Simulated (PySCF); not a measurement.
Species: sodium chloride, NaCl.
SMILES: `[Na][Cl]`

Method used: PBE0-D3(BJ)/def2-SVP geometry optimisation, gas phase in PySCF.

Masses are those of the commonest isotopes; rigid-rotor values at the optimised geometry. 

(1) What are the moment of inertia and the rotational constant?

(2) List the first levels of a rigid rotor in a Σ state.

(3) Where do the first rotational lines fall?

Results:

(1) I = 75.839 u·Å², B = 505379 MHz·u·Å²/I = 6664 MHz (0.2223 cm⁻¹, or 0.320 K as hB/k). For two atoms I = μr² with μ = 13.8707 u and r = 2.3383 Å.

(2) E(J) = BJ(J+1): J = 1: 0.445, J = 2: 1.334, J = 3: 2.667, J = 4: 4.446, J = 5: 6.668, J = 6: 9.336 cm⁻¹.

(3) The dipole is 8.22 D; J+1 ← J lies at 2B(J+1): 1 ← 0 at 13.33 GHz, 2 ← 1 at 26.66 GHz, 3 ← 2 at 39.98 GHz, 4 ← 3 at 53.31 GHz, 5 ← 4 at 66.64 GHz, 6 ← 5 at 79.97 GHz.

No PBE0-D3(BJ)/def2-SVP frequencies stand behind this structure, so it isn't proved a minimum. No vibrational averaging or centrifugal distortion is included, and the geometry carries the error of its method.

Hardware: Arm Neoverse V1, one thread, on a shared host. Cost: 1.2 s of wall time. That covers the optimisation of the geometry.
